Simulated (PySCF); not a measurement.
Gas-phase reaction: 2 BH₂Cl ⇌ 2 B + 2 H₂ + Cl₂

Energies from PySCF (xtb for GFN2), thermal terms from the rigid-rotor harmonic-oscillator model, ideal gas at 1 bar. † marks an energy on the PBE0/def2-TZVP geometry and frequencies; other levels use their own. MP2 freezes the core. 6-31G* has spherical d functions here. Open shells (unrestricted): B (multiplicity 2, electronic degeneracy 6); the rest are closed-shell singlets. GFN2 has no spin-polarisation term. Spin-orbit splitting is ignored; it lowers the true energy and changes the entropy of B. B3LYP is the form with VWN-RPA correlation. BH₂Cl: computed as isolated molecules; such fragments, hydroxides, amides, oligomers or adducts are transient or little studied in the gas. MP2 isn't extrapolated to the basis-set limit; its ΔH°(298 K) is 1391.2 kJ in def2-SVP and 1346.5 kJ in def2-TZVPP. The harmonic model lacks anharmonicity and excited electronic states, which grow with temperature; levels with a mode under 35 cm⁻¹ are left out.

| level | ΔE electronic, kJ | ΔH°(298 K), kJ | ΔS°(298 K), J/K | ΔG°(600 K), kJ |
|---|---|---|---|---|
| B3LYP/6-31G* | 1391 | 1354 | 323 | 1155 |
| GFN2-xTB | 1850 | 1809 | 325 | 1610 |
| HF/def2-TZVP† | 1228 | 1191 | 322 | 993 |
| MP2/def2-SVP† | 1428 | 1391 | 322 | 1193 |
| MP2/def2-TZVPP† | 1383 | 1347 | 322 | 1148 |
| PBE/def2-SVP | 1427 | 1391 | 323 | 1192 |
| PBE0/def2-QZVP† | 1382 | 1346 | 322 | 1147 |
| PBE0/def2-SVP† | 1444 | 1407 | 322 | 1209 |
| PBE0/def2-TZVP | 1385 | 1348 | 322 | 1150 |
ΔH° is lowest at HF/def2-TZVP† and highest at GFN2-xTB. No reference value is set beside these.
